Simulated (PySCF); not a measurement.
Gas-phase reaction: 4 Al(CH3)3 → Al2H6 + 2 Al + 6 C2H5

Energies from PySCF, thermal terms from the rigid-rotor harmonic-oscillator model, ideal gas at 1 bar. † marks an energy on the PBE0/def2-TZVP geometry and frequencies; other levels use their own. Open shells (unrestricted): Al (multiplicity 2), C2H5 (multiplicity 2); the rest are closed-shell singlets. Spin-orbit splitting is ignored; it lowers the true energy and changes the entropy of Al. Al2H6: computed as isolated molecules; such fragments, hydroxides, amides, oligomers or adducts are transient or little studied in the gas.

r2SCAN/def2-TZVP† gives ΔH°(298 K) = 1652 kJ.

### Question
What do BLYP/def2-TZVP†, PBE0/def2-SVP†, PBE0/def2-TZVP give?

### Answer
BLYP/def2-TZVP†: 1583 kJ; PBE0/def2-SVP†: 1646 kJ; PBE0/def2-TZVP: 1658 kJ. For scale, ΔH°(298 K) is 1652 kJ at this level, 1764 kJ at ωB97M-V/def2-TZVP†, and runs from 1128 to 1922 kJ over the 18 levels computed.
